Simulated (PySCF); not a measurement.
Gas-phase reaction: 4 SiHF + SiH₄ = 2 SiHF₂ + c-Si₃H₆

Method: PySCF energies plus ideal-gas RRHO corrections (1 bar). † marks an energy on the PBE0/def2-TZVP geometry and frequencies. Open shells (unrestricted): SiHF₂ (multiplicity 2); the rest are closed-shell singlets. SiHF, SiHF₂, c-Si₃H₆: computed as isolated molecules; such fragments, hydroxides, amides, oligomers or adducts are transient or little studied in the gas.

r2SCAN/def2-TZVP† gives ΔH°(298 K) = -450 kJ.

Question: What do PBE0/def2-QZVP†, BLYP/def2-TZVP†, PBE0/def2-SVP† give?

Answer: PBE0/def2-QZVP†: -400 kJ; BLYP/def2-TZVP†: -257 kJ; PBE0/def2-SVP†: -392 kJ. For scale, ΔH°(298 K) is -450 kJ at this level, -282 kJ at ωB97M-V/def2-TZVP†, and runs from -450 to -25 kJ over the 20 levels computed.
